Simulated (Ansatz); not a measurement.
Molecule: trichloroborane, BCl3 (charge 0, singlet). 
Coordinates optimised at B3LYP-D3(BJ)/def2-TZVP (Ansatz, an electronic-structure program):
```
B
Cl 1 1.7452
Cl 1 1.7452 2 120.00
Cl 1 1.7452 2 120.00 3 -180.00
```

Basis-set convergence of Hartree-Fock and MP2 correlation energies (hartree) with Ansatz. Cores are frozen in the correlated levels unless marked. Spin-orbit coupling is left out. No relativistic terms.

```
basis        functions        E(HF)  E(corr, MP2)
-----------  ---------  -----------  ------------
cc-pV(D+d)Z         83  -1403.33006      -0.49455
cc-pV(T+d)Z        147  -1403.37812      -0.66032
cc-pV(Q+d)Z        247  -1403.38998      -0.72424
```

Extrapolating the two largest sets (X = 3 and 4) as X^-3: E(corr) = (64·(-0.72424) - 27·(-0.66032))/37 = -0.7709 Eh, an estimate of the basis-set limit. The largest set recovers 93.9 % of it, the smallest 64.2 %.
